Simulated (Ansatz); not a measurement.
Born–Oppenheimer molecular dynamics of CHMgO (4 atoms, charge 0, multiplicity 2). It starts at the highest image of a converged band, a first-order saddle point between two minima.

Method: Ansatz 0.2.0, UKS LDA/def2-SVP.

| Item | Value |
| --- | --- |
| ensemble | NVE (velocity Verlet) |
| time step | 0.5 fs |
| steps asked | 200 |
| starting velocities drawn for | 100 K |
| seed | 3310 |

First frame:

```xyz
4
Properties=species:S:1:pos:R:3
O -1.191 -0.051 1.040
C -0.162 -0.073 0.470
Mg 1.634 -0.102 -0.581
H -0.281 0.226 -0.930
```

(1) How far do the bonds stretch over the last three quarters of this one trajectory? (Pairs bonded in most of those frames.)

Results:

(1) 
```
  bond  mean (Å)  spread (Å)  shortest  longest
 O1–C2     1.152       0.011      1.14     1.18
C2–Mg3     2.262       0.153      2.09     2.54
Mg3–H4     1.803       0.092      1.68     2.01
```

Mean temperature of the second half: 1039 K. The conserved energy stayed within 0.018 meV per atom of its start (net change 0.00075 meV per atom), so the integration is sound. The system heated up, since it started high on the potential surface and ran downhill. A run of 0.1 ps of so small a system gives no equilibrium averages.

Run time: 2.1 min on 1 thread of Intel(R) Xeon(R) CPU @ 2.60GHz (Ice Lake), with other jobs on the host, peak memory 0.12 GiB.
